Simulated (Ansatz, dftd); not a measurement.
Reaction: SiP2H6 (SMILES [SiH2](P)P) → SiPH4 (SMILES [SiH2]P, doublet) + PH2 (SMILES [PH2], doublet) (the P-Si bond breaks)
Each species at its own B3LYP-D3(BJ)/def2-TZVP minimum (Ansatz, a first-principles code).

Wanted: bond dissociation energy (electronic), in kcal/mol. Radicals and triplets start from unrestricted determinants; spin-orbit coupling is neglected. Correlated methods leave the cores frozen. Rows without X2C or -DK are non-relativistic. CBS(X,Y): correlation extrapolated as X^-3, Hartree-Fock from the larger set. A bracket is a step between two methods taken in the basis named. Functionals run without relativity, which enters their misses. 'core' is core correlation in cc-pwCVTZ (1s frozen past Ne), 'X2C' scalar relativity in cc-pVTZ-DK, both at CCSD(T).

| level | program | bond dissociation energy (kcal/mol) | difference against the last row |
|---|---|---|---|
| HF/cc-pV(D+d)Z | Ansatz | 47.2 | -26.4 |
| r2SCAN-D4/def2-TZVPD | Ansatz + dftd4 | 68.3 | -5.3 |
| r2SCANh-D4/def2-TZVPD | Ansatz + dftd4 | 68.1 | -5.5 |
| CAM-B3LYP/def2-TZVPD | Ansatz | 67.1 | -6.5 |
| CCSDT(Q)/cc-pV(D+d)Z | Ansatz | 65.4 | -8.2 |
| CCSD(T)/CBS(cc-pV(T+d)Z,cc-pV(Q+d)Z) + [CCSDT(Q) - CCSD(T)]/cc-pV(D+d)Z + core + X2C | Ansatz | 73.6 | 0.0 |
